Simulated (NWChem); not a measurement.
Molecule: methanethiol (CH₄S); SMILES CS

```xyz
6

C      0.0074     1.1441     0.0000
S      0.0737    -0.6669     0.0000
H     -0.4860     1.5372     0.8999
H      1.0505     1.4893     0.0000
H     -0.4860     1.5372    -0.8999
H     -1.2593    -0.8806     0.0000
```
Atoms are numbered in this order, from 1.

Results from NWChem. Pople sets run with spherical d functions. STO-3G and 3-21G are far too small for this property and stand as cheap habits. The geometry was optimised at PBE0/def2-SVP. Field at 589 nm.

Order these by “isotropic polarisability (bohr³)”, lowest first: B3LYP/aug-cc-pVDZ; B3LYP/6-31G*; B3LYP/STO-3G.

B3LYP/STO-3G (12.1), B3LYP/6-31G* (26.9), B3LYP/aug-cc-pVDZ (37.9)
